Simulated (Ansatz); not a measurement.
C$_{3}$H$_{5}$NO (`NC1=C(O)C1`). The species carries charge 0 and has multiplicity 1.

Cartesian coordinates in Å:
```
N 1.322 1.096 0.714
C 0.352 0.249 0.244
C -0.079 -0.740 -0.458
O 0.196 -1.773 -1.272
C -1.124 0.236 -0.058
H 2.242 0.682 0.756
H 1.082 1.549 1.583
H -0.624 -2.238 -1.455
H -1.529 0.950 -0.789
H -1.838 -0.009 0.736
```

(1) List the harmonic frequencies (cm⁻¹, unscaled) at PBE0-D4/def2-TZVP in Ansatz. (Estimate.)

(2) Is this a minimum?

(3) Give the ideal-gas thermochemistry at 298.15 K and 1 bar (rigid rotor, harmonic oscillator; point group C1, symmetry number 1).

(4) Rotational constants (cm⁻¹)?

Answers

(1) The calculation gave: 154, 218, 272, 323, 452, 528, 667, 760, 825, 990, 1079, 1098, 1113, 1270, 1330, 1350, 1521, 1643, 2057, 2981, 3038, 3563, 3659, 3864.

(2) Yes, all 24 modes are real.

(3) Zero-point energy 207.9 kJ/mol; H(298) − E = 225.5 kJ/mol; entropy 310.0 J/(mol·K), of which translation 162.0, rotation 106.1, vibration 41.9; G(298) − E = 133.0 kJ/mol.

(4) 0.3633, 0.1302, 0.09826.
